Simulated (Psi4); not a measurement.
Psi4 input (wB97X-D/6-311+G**):

```
memory 1500 MB

molecule {
-1 1
C     1.32387517   -0.33985083    0.00171701
C     0.13350059    0.54571857   -0.00149199
N    -1.30429584   -0.04547649   -0.00059978
H     1.36721107   -0.97230732    0.90415822
H     1.36821965   -0.97747849   -0.89702872
H     0.12900011    1.20414918   -0.88342468
H     0.12801455    1.20920228    0.87663992
H    -1.30375831   -0.68794311    0.79374403
H    -1.30287079   -0.69249357   -0.79124042
symmetry c1
no_reorient
no_com
}

set {
  basis 6-311+G**
  reference rks
  scf_type pk
  dft_radial_points 99
  dft_spherical_points 590
  e_convergence 1e-8
  d_convergence 1e-7
  maxiter 150
}

e = energy('wb97x-d')
print_out(f'\nFINAL {e:.10f} DIPOLE {variable("CURRENT DIPOLE")[0]:.6f} {variable("CURRENT DIPOLE")[1]:.6f} {variable("CURRENT DIPOLE")[2]:.6f}\n')
```

From the last part of the output:

```
    One-Electron Energy =                -333.9742972247157695
    Two-Electron Energy =                 138.2687268573794768
    DFT Exchange-Correlation Energy =     -13.6689752180129567
    Empirical Dispersion Energy =          -0.0026869943598511
    VV10 Nonlocal Energy =                  0.0000000000000000
    Total Energy =                       -134.5030796784355118

Computation Completed

Properties will be evaluated at   0.000000,   0.000000,   0.000000 [a0]

Properties computed using the SCF density matrix

 Multipole Moments:

 ------------------------------------------------------------------------------------
     Multipole            Electronic (a.u.)      Nuclear  (a.u.)        Total (a.u.)
 ------------------------------------------------------------------------------------

 L = 1.  Multiply by 2.5417464519 to convert [e a0] to [Debye]
 Dipole X            :         -1.5221967           -0.0000001           -1.5221968
 Dipole Y            :         -0.1864512           -0.0000000           -0.1864512
 Dipole Z            :         -0.0003171            0.0000000           -0.0003171
 Magnitude           :                                                    1.5335734

 ------------------------------------------------------------------------------------

FINAL -134.5030796784 DIPOLE -1.522197 -0.186451 -0.000317

*** Psi4 exiting successfully. Buy a developer a beer!
```

The dipole moment of an ion depends on the origin.
